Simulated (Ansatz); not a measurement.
Benzene: measurement beside calculation (Ansatz, PBE0-D4/def2-TZVP geometry).

Z-matrix (Å, degrees):
```
C
C 1 1.387
C 1 1.388 2 120.0
H 1 1.084 2 120.0 3 -180.0
C 2 1.387 1 120.0 3 -0.0
H 2 1.084 1 120.0 3 180.0
C 3 1.387 1 120.0 2 0.0
H 3 1.084 1 120.0 2 180.0
C 5 1.388 2 120.0 1 0.0
H 5 1.084 2 120.0 1 180.0
H 7 1.084 3 120.0 1 180.0
H 9 1.084 5 120.0 2 180.0
```

Enthalpy of formation at 298 K: 19.7 kcal/mol (zero for an element's reference state; older measured values of the G2 set, as listed by Staroverov and co-workers, J. Chem. Phys. 119, 12129, 2003). With their computed zero-point and thermal terms and the atoms' enthalpies of Curtiss and co-workers (1997) it gives an electronic atomization energy of 1367.7 kcal/mol.

```csv
level,atomization (kcal/mol),error,error per bond
LDA (SPW92),1574.2,206.5,17.2
PBE-D4,1417.0,49.3,4.1
revPBE-D4,1383.2,15.5,1.3
BLYP-D4,1372.5,4.8,0.4
r2SCAN-D4,1379.0,11.2,0.9
B97M-V,1375.5,7.8,0.7
PBE0-D4,1391.8,24.1,2.0
B3LYP-D4,1372.7,5.0,0.4
r2SCANh-D4,1371.1,3.4,0.3
r2SCAN0-D4,1359.8,-7.9,-0.7
HSE06-D4,1392.9,25.2,2.1
BHLYP-D4,1331.9,-35.8,-3.0
CAM-B3LYP-D4,1374.6,6.8,0.6
ωB97X-V,1367.3,-0.4,0.0
ωB97M-V,1371.9,4.2,0.3
B2PLYP,1360.7,-7.0,-0.6
PBE-QIDH,1376.6,8.8,0.7
PBE,1410.2,42.5,3.5
revPBE,1359.9,-7.8,-0.6
BLYP,1357.1,-10.6,-0.9
r2SCAN,1377.3,9.6,0.8
PBE0,1386.1,18.4,1.5
B3LYP,1361.8,-5.9,-0.5
r2SCANh,1369.4,1.7,0.1
r2SCAN0,1357.9,-9.8,-0.8
HSE06,1387.7,20.0,1.7
BHLYP,1324.3,-43.4,-3.6
CAM-B3LYP,1368.9,1.2,0.1
LC-ωPBE,1371.1,3.4,0.3
HF/def2-TZVPP,1024.8,-342.9,-28.6
MP2/def2-TZVPP,1369.9,2.2,0.2
SCS-MP2/def2-TZVPP,1350.7,-17.0,-1.4
CCSD/def2-TZVPP,1308.7,-59.0,-4.9
CCSD(T)/def2-TZVPP,1333.3,-34.4,-2.9
HF/def2-QZVPP,1025.9,-341.8,-28.5
MP2/def2-QZVPP,1387.9,20.2,1.7
SCS-MP2/def2-QZVPP,1370.8,3.1,0.3
HF/CBS(def2),1026.1,-341.6,-28.5
MP2/CBS(def2),1400.6,32.9,2.7
CCSD/CBS(def2),1339.4,-28.3,-2.4
CCSD(T)/CBS(def2),1364.0,-3.7,-0.3
```

Functionals use def2-TZVPP; B3LYP here is the variant with VWN-RPA as its local correlation; programs differ in this. The calculations leave out spin–orbit coupling, scalar relativity and, for the correlated methods, core correlation; together these are worth up to about 1 kcal/mol a heavy atom. HSE06 is defined as in plane-wave codes. CBS adds triple-zeta CCSD(T) − MP2 to the MP2 limit. T1 = 0.010.
